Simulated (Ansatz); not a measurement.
`CS[SiH3]` + `BO` → `BO[SiH3]` + CH₃SH at 298.15 K and 1 bar (ligand exchange at the Si–S bond).

Isolated molecules relaxed with PBE0-D4/def2-TZVP in Ansatz; ΔE leaves out vibrations. CCSD(T)/CBS adds triple-zeta CCSD(T) − MP2 to the extrapolated MP2 energy (def2 sets, frozen cores). This one scheme is used for every species.

| species | CCSD(T)/CBS energy (Eh) | H − E (kJ/mol) | S (J/(mol·K)) |
| --- | --- | --- | --- |
| `CS[SiH3]` | -728.52947 | 184.9 | 312.0 |
| `BO` | -101.80414 | 103.5 | 230.4 |
| `BO[SiH3]` | -392.11480 | 149.0 | 292.2 |
| CH₃SH | -438.22835 | 133.0 | 253.2 |

H − E and S are ideal-gas, rigid-rotor, harmonic terms from PBE0-D4/def2-TZVP. 1 Eh = 2625.50 kJ/mol, R = 8.31446 J/(mol·K).

Q: By hand: ΔE, ΔH, ΔS and ΔG.

A: ΔE = (-392.11480) + (-438.22835) − (-728.52947) − (-101.80414) = -0.00954 Eh = -25.0 kJ/mol. Δ(H − E) = 149.0 + 133.0 − 184.9 − 103.5 = -6.4, so ΔH = -31.4 kJ/mol. ΔS = 292.2 + 253.2 − 312.0 − 230.4 = 3.0 J/(mol·K). ΔG = -31.4 − 298.15 × (3.0)/1000 = -32.3 kJ/mol.

Q: By hand: the equilibrium constant, and the temperature at which ΔG would vanish if ΔH and ΔS stayed fixed.

A: log₁₀ K = −ΔG/(RT ln 10) = 5.7. ΔH and −TΔS have one sign here, so there is no such temperature. One of them is within its doubt of zero, so this could turn.

The number of gas molecules stays the same, so ΔS is small and ΔH decides. A doubt of 5 kJ/mol in ΔE shifts log₁₀ K by 0.9 here. These are equilibria of isolated gas molecules and say nothing of rates. Largest T1 diagnostic: 0.014 (customary marks: 0.02 for closed shells, 0.045 for open ones).
